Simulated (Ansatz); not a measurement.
**Strength of the O–H bond: CH3FO → CH2FO + H**

Species: CH3FO `OCF`, singlet; CH2FO `[O]CF`, doublet; H atom, doublet. 

Shapes, held fixed at every level: PBE0-D4/def2-TZVP. Flexible molecules stand in one conformer, not always the lowest. Programs: Ansatz 0.2.0. The zero-point and thermal change to 298 K, harmonic and unscaled (PBE0-D4/def2-TZVP), is -34.4 kJ/mol.

```csv
level,kind,ΔH(298 K) (kJ/mol),less CCSD(T)/CBS estimate
PBE-D4/def2-TZVPP,GGA,+400.4,-41.8
r2SCAN-D4/def2-TZVPP,meta-GGA,+401.1,-41.1
B3LYP-D4/def2-TZVPP,global hybrid,+412.4,-29.8
PBE0-D4/def2-TZVPP,global hybrid,+407.7,-34.5
wB97X-V/def2-TZVPP,range-separated hybrid,+418.6,-23.6
MP2/def2-SVP,perturbation theory,+425.5,-16.7
CCSD(T)/def2-TZVPP,coupled cluster or CI,+429.7,-12.5
CCSD(T)/CBS estimate,coupled cluster or CI,+442.2,0.0
```

The highest level, CCSD(T)/CBS estimate, gives ΔH(298 K) = +442.2 kJ/mol; the levels span +400.4 to +442.2. The column of differences is taken from that level and isn't an error. No measured value is set beside it here. Open shells run unrestricted unless RO is named. The CBS estimate extrapolates MP2 from def2-TZVPP and def2-QZVPP and adds CCSD(T) − MP2 in the triple-zeta set, cores frozen.
